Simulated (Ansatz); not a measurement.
# Two structures, one formula

The two ends of one reaction step of CH4NO, doublet (PBE0-D4/def2-TZVP).

A:

O1  (-1.203, -0.777, 0.038)
C2  (-0.633, -0.797, -1.018)
N3  (1.078, 1.079, 0.990)
H4  (0.307, -0.239, -1.180)
H5  (-1.028, -1.377, -1.875)
H6  (0.203, 0.568, 1.162)
H7  (1.275, 1.543, 1.883)
(Å)

B:

```xyz
7
angstrom
O -0.5957 0.2589 0.0997
C -0.4003 -0.6677 -0.8653
N 0.6200 0.5229 0.7856
H 0.5987 -0.7599 -1.2719
H -1.2954 -0.8584 -1.4410
H 0.5413 0.0008 1.6570
H 0.5315 1.5035 1.0359
```

Ansatz 0.2.0; basis: def2-TZVPP; cores frozen in the correlated methods; orbitals are unrestricted. B3LYP uses VWN-RPA correlation.

Problem. Which structure is lower at CCSD(T), and by how much? (To be estimated.)

Solution. The calculation gives: A, by 21.56 kcal/mol (electronic energy, against the other). By their contacts, A is a complex of CH₂O ([CH2][O]) + NH₂ and B is CH₄NO ([CH2][O][NH2]).

All methods give the same order:

```
      method  E(B) − E(A) (kcal/mol)
       SPW92                    0.35
      PBE-D4                   13.21
     BLYP-D4                   18.77
   r2SCAN-D4                   16.16
      B97M-V                   19.37
     PBE0-D4                   14.64
    B3LYP-D4                   19.00
  r2SCAN0-D4                   16.78
    BHLYP-D4                   21.23
CAM-B3LYP-D4                   16.86
     wB97X-V                   16.31
     wB97M-V                   17.68
      B2PLYP                   20.63
    PBE-QIDH                   17.27
  RPA on PBE                   22.72
          HF                   32.51
         MP2                   20.78
        CCSD                   22.46
     CCSD(T)                   21.56
```

The T1 diagnostic stays at or below 0.017. ⟨S²⟩ of the unrestricted Hartree–Fock references: 0.76 (a pure state has 0.75).

Labels in which every atom is bracketed show which atoms are joined, not bond orders.

For scale, one of the runs: CCSD(T)/def2-TZVPP, 149 basis functions, launched by `ansatz run in.yaml --threads 2 --pin off --events-out ev --progress --plain --max-ram 4352MiB`. Time: 68 s of wall clock on 2 CPU threads of an Arm Neoverse V2; the host was shared. Peak host memory: 2.4 GiB.
